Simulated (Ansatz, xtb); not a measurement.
# Isomers of CH5NSi− in order of energy

5 gas-phase structures of CH5NSi−, found in a search over its isomers (lower ones may exist). Each was relaxed with GFN2-xTB; where two conformers were screened, the lower at r2SCAN-D4/def2-SVPD is listed:

A. the doublet with the links of `C[N-][SiH2]`
B. the doublet with the links of `C[SiH][NH-]`
C. the doublet with the links of `[CH2][N-][SiH3]`
D. the doublet with the links of `[CH2][SiH2][NH-]`
E. the doublet with the links of `[NH-][CH][SiH3]`

**Question.** Estimate their order in r2SCAN-D4/def2-SVPD energy at these geometries, lowest first.

**Answer.** Calculated order at r2SCAN-D4/def2-SVPD: B (0.000), C (0.669), D (0.704), E (0.962), A (0.993) eV. Less than 1 kcal/mol parts C and D; E and A, so the order within those pairs means little.

Energies above the lowest of each column, in eV; the last columns are at BLYP-D3(BJ)/def2-SVPD geometries and were run for some of them only (a dash: not run or not comparable):

```json
{"structure": "B", "GFN2-xTB": "0.803", "HF/STO-3G": "0.000", "r2SCAN-D4/def2-SVPD": "0.000", "BLYP-D3(BJ)/def2-SVPD": "0.000", "CCSD(T)/def2-SVPD + ΔMP2/def2-TZVPPD": "0.000"}
{"structure": "C", "GFN2-xTB": "0.000", "HF/STO-3G": "0.307", "r2SCAN-D4/def2-SVPD": "0.669", "BLYP-D3(BJ)/def2-SVPD": "0.583", "CCSD(T)/def2-SVPD + ΔMP2/def2-TZVPPD": "0.712"}
{"structure": "D", "GFN2-xTB": "1.154", "HF/STO-3G": "0.810", "r2SCAN-D4/def2-SVPD": "0.704", "BLYP-D3(BJ)/def2-SVPD": "0.660", "CCSD(T)/def2-SVPD + ΔMP2/def2-TZVPPD": "–"}
{"structure": "E", "GFN2-xTB": "0.959", "HF/STO-3G": "0.338", "r2SCAN-D4/def2-SVPD": "0.962", "BLYP-D3(BJ)/def2-SVPD": "–", "CCSD(T)/def2-SVPD + ΔMP2/def2-TZVPPD": "–"}
{"structure": "A", "GFN2-xTB": "0.705", "HF/STO-3G": "1.300", "r2SCAN-D4/def2-SVPD": "0.993", "BLYP-D3(BJ)/def2-SVPD": "–", "CCSD(T)/def2-SVPD + ΔMP2/def2-TZVPPD": "–"}
```

CCSD(T)/def2-SVPD + ΔMP2/def2-TZVPPD puts B lowest of those it was run on; GFN2-xTB picks C. Flexible structures stand in one conformer each, not always the lowest. Frequencies (BLYP-D3(BJ)/def2-SVPD) were run for B, C alone. Open shells are spin-unrestricted. ΔMP2 is the change of the MP2 energy from the smaller to the larger basis.

Over these structures GFN2-xTB departs from r2SCAN-D4/def2-SVPD by 0.454 eV on average once a common shift is removed. A GFN2-xTB relaxation took about 0.05 s and the r2SCAN-D4/def2-SVPD energy about 2.8 s on a shared host (Ansatz 0.2.0, xtb 6.7.1).
